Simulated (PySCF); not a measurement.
**C4H6ClF: electronic excitations and core binding energies**

What electronic excitations and core binding energies should C4H6ClF (`FCC/C=C/Cl`) show?

The runs use PySCF 2.14.0, with density-fitted response routines of our own; the level of theory stands in each step. All values are computed, except where a source is named. Atoms are numbered from 0 throughout.

## Step 1: The molecule as given

12 atoms, charge 0, multiplicity 1; geometry from: GFN2-xTB.

Bonds of the start (Å): F0–C1 1.37, C1–C2 1.53, C2–C3 1.50, C3–C4 1.32, C4–Cl5 1.72, C1–H6 1.10, C1–H7 1.09, C2–H8 1.09, C2–H9 1.09, C3–H10 1.08, C4–H11 1.08.

## Step 2: Ultraviolet spectrum: PBE0/def2-SVPD

The job: settings as JSON, then the geometry in Å.

```
{"job": {"kind": "uv", "xc": "PBE0", "basis": "def2-SVPD", "nstates": 8, "ntriplets": 3}, "charge": 0, "multiplicity": 1}
F     -1.683467     1.079310     1.290368
C     -1.567844    -0.040301     0.505348
C     -0.511424     0.174483    -0.577253
C      0.852373     0.332669     0.018750
C      1.867566    -0.459421    -0.275451
Cl     3.432801    -0.268684     0.412788
H     -2.554937    -0.218571     0.065852
H     -1.295998    -0.866393     1.170206
H     -0.768004     1.081533    -1.130552
H     -0.537084    -0.674400    -1.260706
H      0.965481     1.137170     0.730721
H      1.801737    -1.278079    -0.976097
```

Level: TDDFT PBE0/def2-SVPD, vertical, gas phase, core orbitals frozen in the response.

Further steps of the session: Core holes by ΔSCF: SCAN, X2C.

**Question.** After this job, these run on its result: delta-SCF UKS SCAN, pcX-2 on the ionised atom, pcseg-1 elsewhere, spin-free X2C. Predict these results of the whole session: lowest singlet (PBE0/def2-SVPD); lowest triplet; C1s binding energies, SCAN/pcX-2; F1s binding energies, SCAN/pcX-2; Cl1s binding energies, SCAN/pcX-2; Cl2p binding energies, SCAN/pcX-2.

**Answer**, as computed:

| quantity | value |
| --- | --- |
| lowest singlet (PBE0/def2-SVPD) | 6.54 eV (189 nm), f = 0.320 |
| lowest triplet | 4.13 eV |
| C1s binding energies, SCAN/pcX-2 | C1 293.21, C4 291.86, C2 291.36, C3 290.71 eV |
| F1s binding energies, SCAN/pcX-2 | F0 692.55 eV |
| Cl1s binding energies, SCAN/pcX-2 | Cl5 2828.87 eV |
| Cl2p binding energies, SCAN/pcX-2 | Cl5 206.81 eV |

**Reading.** The lowest singlet, at 6.54 eV, is HOMO→LUMO 0.84, HOMO→LUMO+1 0.09 and is bright. The lowest triplet lies 2.41 eV below the lowest singlet (triplets in Tamm-Dancoff, singlets in full TDDFT). The C1s levels kept as sound span 2.50 eV, from C3 (alkene CH) up to C1 (sp3 CH2 bonded to F).
